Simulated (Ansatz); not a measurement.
Cu2MnGeS4 (Pmn2₁, No. 31; cell taken from a computed entry), treated with r²SCAN (plane waves, PAW; Ansatz, a program for electronic structure).

Run with plane-wave cutoff 560 eV, 8×10×10 k mesh (along the axes of the cell as run), Fermi–Dirac smearing 0.05 eV, spin-polarised start, scalar-relativistic PAW data made under PBE.

Cell (relaxed with PBEsol):

```
CELL_PARAMETERS angstrom
      7.48051     0.00000     0.00000
      0.00000     6.39120     0.00000
      0.00000     0.00000     6.15645
ATOMIC_POSITIONS crystal
  Mn 0.00000 0.83952 0.50412
  Mn 0.50000 0.16048 0.00412
  Cu 0.24975 0.67344 0.00932
  Cu 0.25025 0.32656 0.50932
  Cu 0.75025 0.67344 0.00932
  Cu 0.74975 0.32656 0.50932
  Ge 0.50000 0.82840 0.50203
  Ge 0.00000 0.17160 0.00203
  S  0.25650 0.65893 0.37549
  S  0.24350 0.34107 0.87549
  S  0.74350 0.65893 0.37549
  S  0.75650 0.34107 0.87549
  S  0.00000 0.18293 0.36926
  S  0.50000 0.81707 0.86926
  S  0.00000 0.83718 0.88640
  S  0.50000 0.16282 0.38640
```

**Question.** Predict the band gap.

**Answer.** 
- band gap: 0.55 eV (on the SCF k mesh)

Note: the magnetic order was assumed, not searched for or taken from measurement; cell and atoms aren't relaxed at this level (largest force component 0.39 eV/Å, pressure 2.5 GPa).

Spin–orbit coupling is not included.

Computed values are for the static lattice.

The result took roughly 70 core-minutes.
